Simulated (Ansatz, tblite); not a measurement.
# The cluster NbS2−: a ladder of methods and basis sets

Aim: run the singlet of the cluster NbS2− at one geometry on many levels, and compare frontier levels, spin and run time.

Computed with Ansatz 0.2.0, Gaussian basis. Level: as each input shows.

The runs, in order: GFN1-xTB, GFN2-xTB, PBE-D4/def2-TZVPD, r2SCAN-D4/def2-TZVPD, ωB97M-V/def2-TZVPD, HF/def2-TZVPD, revPBE-D4/def2-TZVPD, BHLYP-D4/def2-TZVPD, LC-ωPBE/def2-TZVPD, PBE-D4/def2-SVPD, PBE0-D4/def2-SVPD, CCSD(T)/def2-TZVPPD, MP2/def2-TZVPD, RPA/def2-TZVPD.

2 further runs of the same task are left out: 2 set aside as unsound or not needed. Runs told in other sessions of the task aren't counted.

**1. The structure**

The geometry is that of the singlet, from an earlier relaxation (B3LYP-D4/def2-TZVPD). At that level it is the lowest of the isomers that a small search found.

3 atoms, charge -1, spin multiplicity 1.

Bond lengths: Nb1–S2 2.179 Å, Nb1–S3 2.179 Å. Angles: S2–Nb1–S3 112.5°.

Geometry (Å):

```
Nb    0.60837    0.12913    0.51437
S     0.85541    0.01100   -1.64768
S    -1.46378   -0.14014    1.13332
```

Nb takes a core potential in the def2 sets. No spin-orbit coupling is included. The ion is computed in the gas phase, without counter-ions or solvent.

PBE0-D4/def2-TZVPD was run before; its log isn't repeated, and its numbers join the tables.

**2. GFN1-xTB**

Tight binding, by tblite at 300 K electronic temperature and without a spin-polarisation term:

```python
tblite.interface.Calculator('GFN1-xTB', numbers, positions, charge=-1, uhf=0).singlepoint()
```

Energy -258.5711 eV, HOMO -4.53 eV, LUMO -4.22 eV; 0.005 s.

**3. GFN2-xTB**

Tight binding, by tblite at 300 K electronic temperature and without a spin-polarisation term:

```python
tblite.interface.Calculator('GFN2-xTB', numbers, positions, charge=-1, uhf=0).singlepoint()
```

Energy -234.5826 eV, HOMO -3.93 eV, LUMO -3.64 eV; 0.007 s.

**4. PBE-D4/def2-TZVPD**

start.molden holds the orbitals of an earlier run on this state, given as this run's starting guess.

Contents of in.yaml:

```yaml
crystal:
  periodic: [false, false, false]
  atoms:
    - {symbol: Nb, position_ang: [0.608371, 0.129135, 0.514369]}
    - {symbol: S, position_ang: [0.855413, 0.011004, -1.647680]}
    - {symbol: S, position_ang: [-1.463783, -0.140139, 1.133321]}
basis:
  gaussian: {orbitals: def2-TZVPD, initial_orbitals: start.molden}
total_charge: -1
hamiltonian: {xc: pbe, dispersion: d4}
scf: {omitted_lower_state_checks: [starts]}
output: {orbitals: {seedname: orbitals}}
```

Command:

```bash
$ ansatz run in.yaml --threads 4 --pin off --events-out ev --progress --plain --max-ram 3916MiB
```

After this run come: r2SCAN-D4/def2-TZVPD; ωB97M-V/def2-TZVPD; HF/def2-TZVPD; revPBE-D4/def2-TZVPD; BHLYP-D4/def2-TZVPD; LC-ωPBE/def2-TZVPD; PBE-D4/def2-SVPD; PBE0-D4/def2-SVPD; CCSD(T)/def2-TZVPPD; MP2/def2-TZVPD; RPA/def2-TZVPD.

Before running them: what should the planned runs give, taken together? Wanted: gap in def2-TZVPD, named functionals and Hartree-Fock, smallest and largest; correlation energy, CCSD(T)/def2-TZVPPD; correlation energy, MP2/def2-TZVPD; PBE0 total energy, smallest basis above largest.

As calculated:

| quantity | value |
| --- | --- |
| gap in def2-TZVPD, named functionals and Hartree-Fock, smallest and largest | 0.41 eV (PBE-D4), 6.89 eV (HF) |
| correlation energy, CCSD(T)/def2-TZVPPD | -23.75 eV |
| correlation energy, MP2/def2-TZVPD | -20.47 eV |
| PBE0 total energy, smallest basis above largest | 7.55 eV (def2-SVPD, def2-TZVPD) |

What this shows: Over the named functionals and Hartree-Fock in def2-TZVPD the gap runs from 0.41 eV (PBE-D4) to 6.89 eV (HF); exact exchange widens it. PBE-D4, revPBE-D4, r2SCAN-D4 put the HOMO above zero; others here keep it below zero, so the sign hangs on the functional's self-interaction and doesn't show that the species is unbound. Notes on CCSD(T)/def2-TZVPPD and its Hartree-Fock reference, which MP2 shares: restricted state is unstable towards broken spin symmetry.
